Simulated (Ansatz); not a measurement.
`CC(O)(O)F` and `OC(O)(O)F` differ in one atom or group.

Ansatz, PBE0-D4/def2-TZVP geometries, multiplicity 1. Each molecule was computed in one conformer, which needn't be the lowest.

```tsv
property	`CC(O)(O)F`
LUMO energy (PBE0/def2-TZVPP) / eV	0.88
HOMO–LUMO gap (PBE/def2-TZVPP) / eV	7.36
LUMO energy (PBE/def2-TZVPP) / eV	0.01
size of the dipole moment (B3LYP/def2-TZVPP) / D	1.42
HOMO energy (PBE0/def2-TZVPP) / eV	-9.15
HOMO energy (B3LYP/def2-TZVPP) / eV	-8.90
```

**Question.** What does the change do to each property? (Estimate.)

**Answer.** The calculation gave: 
| property | `OC(O)(O)F` | shift |
| --- | --- | --- |
| LUMO energy (PBE0/def2-TZVPP) / eV | 0.65 | -0.23 |
| HOMO–LUMO gap (PBE/def2-TZVPP) / eV | 6.89 | -0.47 |
| LUMO energy (PBE/def2-TZVPP) / eV | -0.23 | -0.24 |
| size of the dipole moment (B3LYP/def2-TZVPP) / D | 1.87 | 0.45 |
| HOMO energy (PBE0/def2-TZVPP) / eV | -9.01 | 0.14 |
| HOMO energy (B3LYP/def2-TZVPP) / eV | -8.75 | 0.15 |

With PBE0 the HOMO rises by 0.14 eV and the LUMO falls by 0.23 eV, so the gap narrows by about 0.37 eV. PBE moves the HOMO by 0.22 eV and ωB97M-V by 0.11 eV. Dipoles are sizes alone; their direction can turn.

B3LYP here is the variant with VWN-RPA as its local correlation; programs differ in this.
